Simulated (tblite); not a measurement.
# Cl2H: the cost of one run

Computed with tblite 0.8.0 and PySCF 2.14.0; each step states its level. No surroundings beyond the atoms listed, unless a continuum is named. Atoms count from 0, parts from 1.

### 1 Starting point

3 atoms, charge -1, multiplicity 1; geometry: rigid parts in contact. Parts: 1 = atoms 0–1, `Cl`, charge 0; 2 = atom 2, `[Cl-]`, charge -1.

### 2 Bringing the parts together with GFN2-xTB

What the job is given:

```
{"job": {"kind": "dock", "xc": "GFN2-xTB", "basis": "xTB"}, "charge": -1, "multiplicity": 1, "parts": [{"atoms": "0-1", "charge": 0, "multiplicity": 1}, {"atoms": "2-2", "charge": -1, "multiplicity": 1}]}
Cl     0.638469    -0.000464    -0.006973
H     -0.638469     0.000464     0.006973
Cl    -2.414922    -1.168364     0.215170
```

With the program's defaults for keys left out, this is: GFN2-xTB search for minima from random contacts, gas phase.

Run with:

```sh
$ OMP_NUM_THREADS=1 python cluster_run.py task.json out
```

This one command runs all jobs of the session in turn.

Q: Estimate the wall time of this first job on 1 thread of Arm Neoverse N1, shared host.

About 1.1 s.
